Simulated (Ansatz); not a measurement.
A nudged elastic band was laid between two geometries of AlBClH₂ (5 atoms, charge 0, multiplicity 2).

The calculation used UHF/def2-SVP in Ansatz.

- movable images: 9
- climbing image: yes
- spring: 5.0 eV/Å²
- optimiser: fire
- start path: through a guess of the saddle point
- force threshold: 0.03 eV/Å
- iteration limit: 60
- end points: relaxed

First end point:

```xyz
5
Properties=species:S:1:pos:R:3
Al -1.278 0.691 -0.072
B 0.700 -0.045 0.314
Cl 0.900 -1.646 1.062
H -2.040 0.438 -1.446
H 1.719 0.562 0.143
```

Last end point:

```xyz
5
Properties=species:S:1:pos:R:3
Al -0.911 0.170 -1.122
B 0.725 -0.078 0.245
Cl 0.858 -1.589 1.173
H -2.305 0.809 -0.697
H 1.633 0.689 0.401
```

(1) Which bonds break or form, and what moves?

(2) What energy profile does the band end with?

(3) What is the geometry of the highest image?

Results:

(1) No bond is made or broken. The height of B2 over the plane of its neighbours goes from 0.04 to -0.04 Å. The two ends are copies of one structure, up to a mirror image or an exchange of like atoms.

(2) The forces met the threshold. The highest image is number 5 of 0 to 10, 0.42 eV above the ends, which have the same energy within 2 meV. Another band between the same ends (9 images) ends at a top of the same energy, where a vibrational analysis finds 1 clearly imaginary mode.

```tsv
image	path coordinate (Å)	energy (eV)	height of B2 over the plane of its neighbours (Å)
0	0.00	0.00	0.04
1	0.17	0.02	0.08
2	0.35	0.08	0.12
3	0.53	0.19	0.13
4	0.72	0.33	0.09
5	0.91	0.42	0.00
6	1.09	0.34	-0.09
7	1.27	0.20	-0.13
8	1.45	0.08	-0.13
9	1.63	0.02	-0.09
10	1.81	0.00	-0.04
```

(3) 
```xyz
5
Properties=species:S:1:pos:R:3
Al -1.023 0.368 -0.564
B 0.752 -0.094 0.323
Cl 0.964 -1.640 1.201
H -2.387 0.724 -1.246
H 1.695 0.642 0.286
```

Run time: 4.6 min on 1 thread of Arm Neoverse V1, on a shared host, peak memory 0.12 GiB.
